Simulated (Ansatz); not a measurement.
System: bcc K. Method: LDA (Ansatz, a quantum-chemistry and plane-wave program, plane waves, PAW).

Input:

Ansatz 0.2 input:
```yaml
crystal:
  lattice:
    - [-2.66345, 2.66345, 2.66345]
    - [2.66345, -2.66345, 2.66345]
    - [2.66345, 2.66345, -2.66345]
  atoms:
    - { symbol: K, position: [0.0, 0.0, 0.0] }
basis:
  ecutwfc: 520
  ecutrho_ratio: 4
  xc_grid: 2
kpoints:
  mp_grid: { grid: [14, 14, 14] }
hamiltonian:
  xc: lda
  dispersion: none
  pseudopotentials: { kind: paw }
scf:
  occupations: { method: fermi_dirac, width: 0.05 }
  convergence: { dr2_threshold: 0.0000000001 }
output:
  forces: false
  stress: true
  eigenvalues: true
```

From the output:

```
Crystal: 1 atoms, lattice volume = 75.578 Å³
Basis set: ecut = 520 eV, 2093 PW (Γ), exchange–correlation on 72×72×72 points (8 copies of the dense FFT grid, shifted against one another)
Bands: 9, of which v1, the nominal top of the filled ones, is band 5 counted from 1 (4 counted from 0)
Symmetry: 48 space group operations
Space group: Im-3m (ITA 229), of the structure as read, at distance tolerance 4.2e-5 Å
k-points: 104 of 2744
Functional: x = slater, c = lda
SCF iter   1: F=—  HF=-1496.232881 eV  |F-HF|=—  |Δ(HF+E_count)|=         —  Δρ=3.18e-3  dr2=2.61e-3
SCF iter   2: F=—  HF=-1496.232187 eV  |F-HF|=—  |Δ(HF+E_count)|=   6.94e-4  Δρ=1.73e-3  dr2=7.53e-4
  ...
SCF iter   7: F=—  HF=-1496.232163 eV  |F-HF|=—  |Δ(HF+E_count)|=   2.26e-8  Δρ=1.88e-6  dr2=2.49e-9
SCF iter   8: F=-1496.232163 eV  HF=-1496.232163 eV  |F-HF|=6.14e-12  |Δ(HF+E_count)|=  1.29e-10  Δρ=3.02e-7  dr2=8.85e-11
SCF 1 converged in 8 iterations: F = -1496.232163 eV  dr2 = 8.85e-11
SCF converged after 8 iterations
Free energy (F): -1496.232163 eV
Internal energy: -1496.225527 eV  (E = F + TS)
E sigma→0 (E₀):  -1496.228845 eV
Fermi energy:    1.456485 eV
--- Stress (GPa, compression-positive) ---
       -0.536502       0.000000      -0.000000
       -0.000000      -0.536502      -0.000000
        0.000000       0.000000      -0.536502
  P = ⅓ Tr σ = -0.5365 GPa (-5.365 kbar)
```

The PAW data were made under PBE.

Note: cell and atoms aren't relaxed at this level (pressure -0.5 GPa).
